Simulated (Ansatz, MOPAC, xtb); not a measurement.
Barrier height from H + ClH to the transition structure ClH2, without zero-point energy, on the benchmark's geometries as Psi4's copy of the set gives them.
Transition structure (charge 0, multiplicity 2, Z-matrix in Å and degrees):
```
Cl
H 1 1.4858
H 1 1.4858 2 180.00
```
Reactant (charge 0, multiplicity 1):
```xyz
2

Cl     0.00000     0.00000     0.00000
H      1.27445     0.00000     0.00000
```

| level | barrier height (kcal/mol) | minus CCSD(T)/CBS(aug-cc-pV(T+d)Z, aug-cc-pV(Q+d)Z) | cost |
|---|---|---|---|
| AM1 | 1.06 | -16.66 | - |
| PM3 | -7.22 | -24.93 | - |
| PM7 | 11.83 | -5.88 | - |
| GFN1-xTB | 3.81 | -13.90 | - |
| HF/aug-cc-pV(T+d)Z | 31.29 | 13.57 | - |
| HF/aug-cc-pV(Q+d)Z | 31.31 | 13.59 | - |
| SVWN5/def2-TZVPPD | 2.06 | -15.65 | ×0.7 |
| BLYP/def2-TZVPPD | 9.76 | -7.96 | ×1 |
| r2SCAN/def2-TZVPPD | 9.43 | -8.29 | ×2 |
| B3LYP/def2-TZVPPD | 12.40 | -5.31 | ×1 |
| wB97X-V/def2-TZVPPD | 18.93 | 1.22 | ×3 |
| B2PLYP/def2-TZVPPD | 15.89 | -1.83 | ×2 |
| MP2/aug-cc-pV(D+d)Z | 24.61 | 6.89 | - |
| MP2/cc-pVDZ | 27.37 | 9.66 | - |
| SCS-MP2/aug-cc-pV(D+d)Z | 25.34 | 7.62 | - |
| SCS-MP2/cc-pVDZ | 27.96 | 10.24 | - |
| SCS-MP2/aug-cc-pV(Q+d)Z | 23.40 | 5.68 | - |
| CCSD(T)/cc-pVDZ | 23.09 | 5.38 | ×0.8 |
| CCSD(T)/aug-cc-pV(T+d)Z | 18.42 | 0.70 | ×7 |
| CCSD(T)/CBS(aug-cc-pV(T+d)Z, aug-cc-pV(Q+d)Z) | 17.72 | 0.00 | ×50 |

 The comparison column counts from a level with limits of its own.

The rows run from -7.22 (PM3) to 31.31 kcal/mol (HF/aug-cc-pV(Q+d)Z). The 6 functionals in def2-TZVPPD without D3 or D4 span 16.87, from SVWN5 to wB97X-V.

Open shells are unrestricted; no spin–orbit coupling.

Frozen-core correlation. CBS: X⁻³ extrapolation of the correlation energy, Hartree–Fock from the larger set. The state that AM1, PM3, PM7 reach isn't checked; PM7 holds dispersion and hydrogen-bond terms.

Programs: Ansatz (a quantum-chemistry and plane-wave program); MOPAC for AM1, PM3, PM7 (differences of heats of formation); xtb for the GFN methods. Values without a source in brackets are computed. The GFN methods have no spin term and hold the electronic entropy of 300 K.

Costs are rough ratios of core time to PBE/def2-TZVPPD (about 1.5 s over the structures, on one shared machine); a dash marks a level with no comparable run of its own. 

The set's own value is 18.0 kcal/mol (Zhao et al., NHTBH38), an estimate for the real system.
